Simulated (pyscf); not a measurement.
•O–PH₂ + hydrogen (H₂) → HO–PH₂ + H atom (H•), a hydrogen abstraction (doublet surface; H–H broken, H–O formed). Single points on ωB97X-D3(BJ)/def2-SVP structures (PySCF, gas phase). Energies in kcal/mol from the separated reactants.

Small-basis levels: PySCF, no dispersion term, spherical d functions. AM1 to PM7: differences of heats of formation from MOPAC, which are fitted to 298 K values and so differ in kind from electronic energies by zero-point and thermal terms. GFN2-xTB: tblite. Open shells are spin-unrestricted. 

| level | barrier | reaction energy |
|---|---|---|
| MP2/6-31G* | 31.4 | +11.0 |
| SVWN5/6-31G* | 12.4 | +20.9 |
| PBE/6-31G* | 20.8 | +23.3 |
| B3LYP/STO-3G | 4.2 | +26.1 |
| B3LYP/LANL2DZ | 7.0 | +8.6 |
| M06-2X/6-31G* | 24.8 | +16.0 |
| GFN2-xTB | 8.9 | +1.6 |
| PM6 | 29.8 | +45.9 |
| PM7 | 29.5 | +54.9 |
| ωB97M-D3(BJ)/def2-TZVP | 26.9 | +17.8 |

Against the last row the barrier runs from -22.7 (B3LYP/STO-3G) to +4.5 kcal/mol (MP2/6-31G*). At SVWN5/6-31G*, PBE/6-31G*, B3LYP/STO-3G, B3LYP/LANL2DZ, PM6, PM7 this geometry lies under one side, so the entry may be no barrier of that level: it is a single point on another level's saddle. ωB97M-D3(BJ)/def2-TZVP has limits of its own. •O–PH₂ lies 8.3 kcal/mol over its isomer HO–PH• (electronic energy, ωB97M-D3(BJ)/def2-TZVP). One saddle was located; it need not be the lowest between these sides. The angle at the transferred H is 171°.
